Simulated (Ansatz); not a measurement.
in.yaml

```yaml
crystal:
  periodic: [false, false, false]
  atoms:
    - {symbol: C, position_ang: [-0.130979, 0.000000, 0.000000]}
    - {symbol: H, position_ang: [0.780379, 0.000000, -0.604359]}
    - {symbol: H, position_ang: [0.780379, 0.000000, 0.604359]}
basis:
  gaussian: {orbitals: cc-pVTZ-DK}
total_charge: 1
magnetization: {spin_polarized: false, initial_magnetization: 1}
correlation: {method: ccsd, electrons: outside_noble_gas, diis_vectors: 1}
accuracy: high
scf: {omitted_lower_state_checks: [cluster_reference]}
output: {forces: true}
```

```sh
$ ansatz run in.yaml --threads 1 --pin off --events-out ev --progress --plain --max-ram 2393MiB
```

Log:

```
these checks for a lower state are left out or cut short: cluster_reference
936 factors; integrals over basis functions are off by at most 2.7e-9 eV
mean field evaluation 1: about -1046.5081 eV, gradient 1.0e1 eV
mean field evaluation 2: about -1046.5077 eV, gradient 1.0e1 eV
mean field evaluation 4: about -1047.0960 eV, gradient 5.6e-1 eV
mean field evaluation 8: about -1047.0989 eV, gradient 2.2e-4 eV
mean field evaluation 16: about -1045.6594 eV, gradient 1.3e-2 eV
mean field evaluation 32: about -1045.6576 eV, gradient 6.8e-1 eV
mean field -1047.09889549 eV, -38.4801746600 hartree, gradient 2.2e-8 eV, S^2 0.750000; 3 other end points of the search recorded, 0 dependent functions left out
1 core orbitals not correlated: weight in the atoms' cores, before any rotation towards them, 1.000 or more for the frozen orbitals, at most 0.000 for the correlated occupied ones
reference -1047.09889549 eV, -38.4801746600 hartree; 3, 2 occupied and 54, 55 virtual orbitals, 936 factors
second order -2.75732050 eV of doubles, -0.04142979 eV of singles
cycle   1  -3.19024121 eV  change   -3.9e-1 eV  update   4.1e-2
cycle   2  -3.34477342 eV  change   -1.5e-1 eV  update   1.7e-2
cycle   3  -3.35762094 eV  change   -1.3e-2 eV  update   5.6e-3
cycle   4  -3.35921624 eV  change   -1.6e-3 eV  update   2.5e-3
...
cycle  21  -3.35669825 eV  change    2.3e-8 eV  update   3.6e-8
cycle  22  -3.35669823 eV  change    1.5e-8 eV  update   2.5e-8
cycle  23  -3.35669822 eV  change    8.2e-9 eV  update   1.7e-8
cycle  24  -3.35669820 eV  change    2.0e-8 eV  update   1.3e-8
cycle  25  -3.35669811 eV  change    9.4e-8 eV  update   3.8e-8
cycle  26  -3.35669809 eV  change    2.2e-8 eV  update   1.2e-8
cycle  27  -3.35669808 eV  change    6.8e-9 eV  update   3.8e-9
cycle  28  -3.35669808 eV  change    1.2e-9 eV  update   1.4e-9
cycle  29  -3.35669808 eV  change   3.0e-10 eV  update  6.4e-10
cycle  30  -3.35669808 eV  change   3.8e-11 eV  update  3.0e-10
the calculation of the forces begins
Total energy: -1050.45559356 eV, -38.6035310391 hartree
Relativity: scalar
Atom 0 at    -0.130979     0.000000     0.000000 Å, force     3.290827     0.000000    -0.000000 eV/Å
Atom 1 at     0.780379     0.000000    -0.604359 Å, force    -1.645413     0.000000    -5.046365 eV/Å
Atom 2 at     0.780379     0.000000     0.604359 Å, force    -1.645413    -0.000000     5.046365 eV/Å
Dipole moment:     0.181110    -0.000000    -0.000000 e Å
Checks for a lower state left out: cluster_reference
```

Forces (eV/Å):
```
C    3.291  0.000  0.000
H   -1.645  0.000 -5.046
H   -1.645  0.000  5.046
```

Ran on 1 thread of Arm Neoverse V2, shared host: 9 s wall, 0.35 GiB peak host memory.
